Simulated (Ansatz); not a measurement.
The input, for Ansatz 0.2.0:

```yaml
crystal:
  periodic: [false, false, false]
  atoms:
    - {symbol: B, position_ang: [0.000000, -0.128210, 0.786759]}
    - {symbol: C, position_ang: [0.000000, -0.067952, -0.738891]}
    - {symbol: H, position_ang: [0.000000, 1.447579, 1.842931]}
    - {symbol: H, position_ang: [0.000000, 0.737298, -1.476885]}
basis:
  gaussian: {orbitals: STO-3G}
magnetization: {spin_polarized: false, initial_magnetization: 3}
correlation: {method: ccsdt, electrons: valence}
```

```sh
$ ansatz run in.yaml --threads 1 --pin off --events-out ev --progress --plain --max-ram 2393MiB
```

(1) Roughly how long does this take on 1 thread of Arm Neoverse V2, shared host, and how much host memory?

```
186 factors; integrals over basis functions are off by at most 2.5e-8 eV
mean field evaluation 1: about -1701.3648 eV, gradient 1.0e1 eV
mean field evaluation 2: about -1701.3989 eV, gradient 1.0e1 eV
mean field evaluation 4: about -1702.8929 eV, gradient 2.8e0 eV
mean field evaluation 8: about -1703.2557 eV, gradient 2.4e-1 eV
mean field evaluation 16: about -1703.0924 eV, gradient 1.7e0 eV
mean field evaluation 32: about -1695.0390 eV, gradient 1.2e-2 eV
mean field evaluation 64: about -1699.5435 eV, gradient 5.6e-2 eV
mean field -1703.25651688 eV, -62.5935224866 hartree, gradient 3.5e-6 eV, S^2 3.750000; 1 other end points of the search recorded, 0 dependent functions left out
determinant -1703.25651688 eV, -62.5935224866 hartree, with singles and doubles -1706.34982954 eV, -62.7071996301 hartree
determinant -1700.81393817 eV, -62.5037593747 hartree, with singles and doubles -1704.38512285 eV, -62.6349979912 hartree
2 core orbitals not correlated: weight in the atoms' cores, before any rotation towards them, 1.000 or more for the frozen orbitals, at most 0.000 for the correlated occupied ones
reference -1703.25651688 eV, -62.5935224866 hartree; 6, 3 occupied and 4, 7 virtual orbitals, 186 factors
second order -1.82135904 eV of doubles, -0.07300794 eV of singles
cycle   1  -2.54393076 eV  change   -6.4e-1 eV  update   9.4e-2
cycle   2  -3.07797918 eV  change   -5.3e-1 eV  update   4.9e-2
cycle   3  -3.11985274 eV  change   -4.2e-2 eV  update   1.9e-2
cycle   4  -3.16065221 eV  change   -4.1e-2 eV  update   1.4e-2
cycle   5  -3.19232541 eV  change   -3.2e-2 eV  update   9.6e-3
cycle   6  -3.19208554 eV  change    2.4e-4 eV  update   5.6e-3
cycle   7  -3.19406861 eV  change   -2.0e-3 eV  update   3.2e-3
cycle   8  -3.19925224 eV  change   -5.2e-3 eV  update   1.7e-3
cycle   9  -3.19860432 eV  change    6.5e-4 eV  update   9.7e-4
cycle  10  -3.19920106 eV  change   -6.0e-4 eV  update   5.1e-4
cycle  11  -3.19927183 eV  change   -7.1e-5 eV  update   2.7e-4
cycle  12  -3.19954133 eV  change   -2.7e-4 eV  update   1.4e-4
cycle  13  -3.19950155 eV  change    4.0e-5 eV  update   6.9e-5
cycle  14  -3.19941579 eV  change    8.6e-5 eV  update   3.9e-5
cycle  15  -3.19940172 eV  change    1.4e-5 eV  update   1.9e-5
cycle  16  -3.19942960 eV  change   -2.8e-5 eV  update   1.0e-5
cycle  17  -3.19944368 eV  change   -1.4e-5 eV  update   5.0e-6
cycle  18  -3.19944283 eV  change    8.5e-7 eV  update   3.3e-6
cycle  19  -3.19943519 eV  change    7.6e-6 eV  update   2.1e-6
cycle  20  -3.19943387 eV  change    1.3e-6 eV  update   9.7e-7
cycle  21  -3.19943302 eV  change    8.5e-7 eV  update   5.6e-7
Total energy: -1706.45594990 eV, -62.7110994815 hartree
```

## Answers

(1) 0.66 s wall and 0.07 GiB.
